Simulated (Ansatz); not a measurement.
Rhombohedral A7 Sb, treated with revPBE in Ansatz (plane waves, PAW).

Settings: plane-wave cutoff 520 eV, 16×16×16 k mesh, Fermi–Dirac smearing 0.05 eV, scalar-relativistic PAW data made under PBE.

Shape and atoms are relaxed at each volume.

Pressure at four volumes; x = ln(V/32.916 Å³). One pressure is withheld.

```json
[
 {"V (Å³/atom)": "31.600", "x": "-0.0408", "P (GPa)": "1.130"},
 {"V (Å³/atom)": "32.916", "x": "0.0000", "P (GPa)": "0.000"},
 {"V (Å³/atom)": "33.575", "x": "0.0198", "P (GPa)": "-0.416"},
 {"V (Å³/atom)": "34.233", "x": "0.0392", "P (GPa)": "?"}
]
```

Pass a parabola P(x) through the three rows shown, estimate the bulk modulus and its pressure derivative near zero pressure, and predict the withheld pressure.

Slopes between the rows: (0.000 − (1.130))/(0.0000 − (-0.0408)) = -27.70 and (-0.416 − (0.000))/(0.0198 − (0.0000)) = -21.01 GPa. Their difference over the span 0.0606 is c = 6.69/0.0606 = 110.4 GPa, so P(x) = 1.130 + (-27.70)(x − (-0.0408)) + 110.4 (x − (-0.0408))(x − (0.0000)). At the middle row B = −dP/dx = −[-27.70 + 110.4 × 0.0408] = 23.2 GPa, and B′ = dB/dP = 2c/B = 9.5. At x = 0.0392 the parabola gives -0.740 GPa; the run gives -0.705 GPa. The Birch–Murnaghan fit to the energies at all volumes has B0 = 22.4 GPa and B′ = 11.0.

Measured, for comparison: bulk modulus 39.5 GPa (copied from a table, unchecked, extrapolated to 0 K and zero-point effects removed; as tabulated in Lejaeghere et al. (2013), arXiv:1204.2733). Computed (rounded) less measured: bulk modulus not scored (unchecked).

Note: for a layered or molecular solid the relaxed cell lies over 5 % above the published volume, where the minimum can be shallow; the cell comes from a level without a dispersion term, which matters for the spacing of layers, chains or molecules; the bulk modulus comes from volumes at which shape and atoms were relaxed.

Spin–orbit coupling is not included.

Ansatz is a quantum-chemistry and plane-wave program.
